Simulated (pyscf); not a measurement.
Thermochemistry of product channels of [F–Mo(F)(F)(F)–F]• (SMILES [F][Mo]([F])([F])([F])[F]) + H₂ (SMILES [H][H]) on the doublet surface, in kJ/mol, from ωB97M-D3(BJ)/def2-TZVP energies (ideal gas, 1 atm, RRHO with modes under 100 cm⁻¹ raised to 100, one conformer, R ln 2 for chiral ones without a mode under 150 cm⁻¹). Single points on ωB97X-D3(BJ)/def2-SVP structures (PySCF, gas phase).

```csv
products,ΔE,ΔH(298 K),ΔG(900 K),ΔG(1200 K)
HF (SMILES F) + [F–MoH(F)(F)–F]• (SMILES [F][MoH]([F])([F])[F]),+64.9,+74.8,+62.1,+59.8
HF (SMILES F) + F–Mo(F)(F)–F (SMILES [F][Mo]([F])([F])[F]) [triplet] + H• (SMILES [H]),+253.9,+247.5,+119.0,+76.4
```

These are energies of the channels, which say nothing of barriers. Open-shell species with a d-block atom are single-reference here; other states, and whether the spin sits on metal or ligand, were not checked. Elements past Kr carry the def2 core potentials, without spin-orbit coupling.
